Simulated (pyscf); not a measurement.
H₂N–SiH•–Cl + NH₃ → H₂N–SiH(NH₂)–Cl + H•, a substitution at N (doublet surface; H–N broken, N–Si formed). Structures and frequencies: ωB97X-D3(BJ)/def2-SVP in PySCF. Energies in eV from the separated reactants.

Small-basis levels: PySCF, no dispersion term, spherical d functions. AM1 to PM7: differences of heats of formation from MOPAC, which are fitted to 298 K values and so differ in kind from electronic energies by zero-point and thermal terms. Open shells are spin-unrestricted. 

```
level                   barrier  reaction energy
----------------------  -------  ---------------
SVWN5/6-31G*               0.00            -0.02
BP86/6-31G*                0.56            +0.29
B3LYP/STO-3G               1.29            +0.72
M06-2X/6-31G*              0.74            -0.10
PBE/def2-SVP               0.46            +0.11
AM1                        0.74            +0.81
PM3                       -0.10            +0.68
ωB97M-D3(BJ)/def2-TZVP     0.74            -0.09
```

Against the last row the barrier runs from -0.85 (PM3) to +0.54 eV (B3LYP/STO-3G). At AM1, PM3 this geometry lies under one side, so the entry may be no barrier of that level: it is a single point on another level's saddle. ωB97M-D3(BJ)/def2-TZVP has limits of its own. On the reactant side the descent ends in a complex, 0.26 eV under the separated species and 1.10 eV under the saddle at ωB97X-D3(BJ)/def2-TZVP. At ωB97X-D3(BJ)/def2-TZVP the barrier from the zero used here is 0.84 eV. One saddle was located; it need not be the lowest between these sides. The angle at the attacked N is 130°.
